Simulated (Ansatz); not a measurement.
System: litharge PbO. Method: PBE-D3(BJ) in Ansatz (plane waves, PAW).

Settings: plane-wave cutoff 500 eV, 8×8×6 k mesh (along the axes of the cell as run), gaussian smearing 0.02 eV, scalar-relativistic PAW data made under PBE.

Computed at the level's own relaxed cell.

Task: Give the computed equilibrium volume per atom, equilibrium lattice constant a, lattice parameter c and band gap.

Result: 
- equilibrium volume per atom: 20.33 Å³/atom
- equilibrium lattice constant a: 4.034 Å
- lattice parameter c: 4.996 Å
- band gap: 1.27 eV (on the SCF k mesh)

Measured, for comparison: lattice constant a 3.975 Å (room temperature, not corrected to a static lattice, our sources range from 3.964 to 3.975; as tabulated in Canepa et al. (2012), arXiv:1204.2842); lattice parameter c 5.023 Å (room temperature, not corrected to a static lattice, our sources range from 4.995 to 5.023; as tabulated in Canepa et al. (2012), arXiv:1204.2842). Computed (rounded) less measured: lattice constant a +1.5 % (+1.5 % to +1.8 % over the range), lattice parameter c -0.5 % (inside the range of the sources held).

Note: a distance lies near a switch of the dispersion term, which can move the cell.

Spin–orbit coupling is not included; with these elements it can move the gap by several tenths of an eV or more.

The result took about 90 core-seconds (a rough figure).

Ansatz is a program for electronic structure.
